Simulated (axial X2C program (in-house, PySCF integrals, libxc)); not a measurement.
Low determinants of AlO⁻ at the PBE0 level, with spin–orbit coupling

Computed with an axial X2C code built on PySCF integrals. Two-component (2c) means X2C with spin–orbit coupling and atomic mean-field two-electron Coulomb and Gaunt terms. Basis: Al dyall-av3z [9s9p3d2f], O dyall-av3z [7s6p3d2f] (cores contracted in-house); Gaussian nuclei, density fitting, unrestricted open shells. Masses: Al 26.982 u, O 15.995 u.

Search at 1.646 Å (vertical energies from the lowest determinant):

```
ΔE (eV)  state  electrons beyond evenly filled partner blocks  electrons in ±ω = 1/2, 3/2, 5/2, 7/2
   0.00  Ω = 0                                           none                              18 4 0 0
   2.31  Ω = 2                               ω = 1/2, ω = 3/2                              17 5 0 0
   2.60  Ω = 1                                    2 × ω = 1/2                              18 4 0 0
   2.60  Ω = 1                              ω = -1/2, ω = 3/2                              17 5 0 0
   3.39  Ω = 1                              ω = -1/2, ω = 3/2                              19 3 0 0
   3.39  Ω = 3                                    2 × ω = 3/2                              18 4 0 0
   3.45  Ω = 2                               ω = 1/2, ω = 3/2                              19 3 0 0
```

Lowest determinant, Ω = 0 (closed shell): Re = 1.645 Å, ωe = 977.0 cm⁻¹.

The determinant in row 2 of the search, Ω = 2 (⟨Sz⟩ = 1.00, ⟨Lz⟩ = 1.00 at PBE0), was followed along the bond at PBE0; measured from the minimum of the lowest determinant it gives:

Te = 2.307 eV (18605 cm⁻¹), Re = 1.654 Å, ωe = 888.4 cm⁻¹.

Q: Compare the bond of the determinant in row 2 with that of the lowest one.

A: At PBE0 its Re is 0.009 Å longer and its force constant, which goes as ωe², is 0.83 times that of the lowest determinant. T0 ≈ Te + Δωe/2 = 18605 + (-44) = 18561 cm⁻¹.

The search compares states at one distance, so a state with another bond length can lie lower; it is not exhaustive and yields mostly the lowest determinant of each block pattern, so other components and higher states of one pattern are missing. These are energies of single determinants, not of spin-adapted states; PBE0 term energies can be off by some tenths of an eV, and the functional has no current term. Open-shell Ω = 0 determinants with evenly filled partner blocks cannot be reached by this program, so the Ω shown need not be the lowest component. For an anion, determinants above electron detachment are held by the basis set. Row 2 has a positive highest level at its minimum.
